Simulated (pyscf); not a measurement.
Single points on ωB97X-D3(BJ)/def2-SVP structures (PySCF, gas phase). Correlated levels are frozen-core, on RHF or UHF. ΔMP2 is the change of the MP2 total energy from the triple- to the quadruple-zeta basis.

Question: For HO–PH–OH + SiH₂ [singlet] → HO–PH–O–SiH₃, an insertion (singlet surface; H–O broken, O–Si, H–Si formed), PBE/def2-TZVP gives ΔE‡ = -0.19 eV and ΔE = -3.28 eV (zero: the separated reactants). In which direction and how far do PBE0-D3(BJ)/def2-TZVP, M06-2X/def2-TZVP, CCSD(T)/def2-TZVPP + ΔMP2(QZVPP) move these?

Answer: PBE0-D3(BJ): ΔE‡ = -0.06 eV, ΔE = -3.50 eV; M06-2X: ΔE‡ = 0.11 eV, ΔE = -3.52 eV; CCSD(T): ΔE‡ = 0.22 eV, ΔE = -3.39 eV. PBE's barrier lies under all of them, by 0.13 to 0.40 eV. Its reaction energy lies over all of them, by 0.11 to 0.23 eV. Low barriers are usual for a GGA, whose delocalisation error favours stretched bonds. On the reactant side the descent ends in an adduct with a O–Si contact, 0.80 eV under the separated species and 0.86 eV under the saddle at ωB97X-D3(BJ)/def2-TZVP. At PBE, PBE0-D3(BJ) the saddle lies under the separated reactants, which points to a path from their complex (located at ωB97X-D3(BJ) alone). What is counted as formed (O–Si) is already present as a longer contact in the reactant adduct; forming that adduct is a step of its own. At ωB97X-D3(BJ) the barrier from the zero used here is 0.06 eV. HO–PH–O–SiH₃ lies 0.70 eV over its isomer HO–SiH₂–O–PH₂, and others may lie lower still (electronic energy, ωB97M-D3(BJ)). This is the saddle that the search found; another between the same sides may lie lower. The CCSD(T) − MP2 part came from Ansatz, without density fitting, on the same reference.
